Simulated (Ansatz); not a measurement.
The input, for Ansatz 0.2.0:

```yaml
crystal:
  periodic: [false, false, false]
  atoms:
    - {symbol: Al, position_ang: [0.069180, -0.103007, 1.718151]}
    - {symbol: N, position_ang: [-0.095694, 0.093250, -0.031001]}
    - {symbol: P, position_ang: [-0.019073, 0.010695, -1.568612]}
    - {symbol: H, position_ang: [0.064035, 1.132906, 2.640714]}
basis:
  gaussian: {orbitals: cc-pVDZ}
magnetization: {spin_polarized: false, initial_magnetization: 2}
correlation: {method: bccd_t, electrons: outside_noble_gas}
```

```sh
$ ansatz run in.yaml --threads 1 --pin off --events-out ev --progress --plain --max-ram 2393MiB
```

Log:

```
552 factors; integrals over basis functions are off by at most 9.9e-4 eV
mean field evaluation 1: about -17347.6107 eV, gradient 3.2e1 eV
mean field evaluation 2: about -17347.6169 eV, gradient 3.2e1 eV
mean field evaluation 4: about -17350.8801 eV, gradient 4.2e0 eV
mean field evaluation 8: about -17351.1062 eV, gradient 2.2e-1 eV
mean field evaluation 16: about -17348.1260 eV, gradient 3.2e1 eV
mean field evaluation 32: about -17351.1082 eV, gradient 2.4e-3 eV
mean field evaluation 64: about -17351.1072 eV, gradient 1.5e-1 eV
mean field evaluation 96: about -17348.1580 eV, gradient 3.6e0 eV
mean field evaluation 128: about -17345.8649 eV, gradient 1.7e-1 eV
mean field evaluation 160: about -17346.9505 eV, gradient 9.0e0 eV
...
cycle   6  -9.12720300 eV  change    9.5e-5 eV  update   7.7e-4
cycle   7  -9.12701535 eV  change    1.9e-4 eV  update   3.4e-4
cycle   8  -9.12708322 eV  change   -6.8e-5 eV  update   1.6e-4
cycle   9  -9.12709713 eV  change   -1.4e-5 eV  update   8.4e-5
cycle  10  -9.12709385 eV  change    3.3e-6 eV  update   5.7e-5
cycle  11  -9.12710528 eV  change   -1.1e-5 eV  update   4.5e-5
cycle  12  -9.12709176 eV  change    1.4e-5 eV  update   3.9e-5
cycle  13  -9.12709582 eV  change   -4.1e-6 eV  update   3.4e-5
cycle  14  -9.12709265 eV  change    3.2e-6 eV  update   2.7e-5
cycle  15  -9.12709275 eV  change   -9.6e-8 eV  update   1.7e-5
perturbative correction -0.43895561 eV, -0.0161313211 hartree
Total energy: -17360.67419972 eV, -637.9930093521 hartree
```

For the same geometry and basis UCCSDT(Q) lies 83.2 meV lower.

Ran on 1 thread of Intel Xeon, shared host: 56 s wall, 0.19 GiB peak host memory.
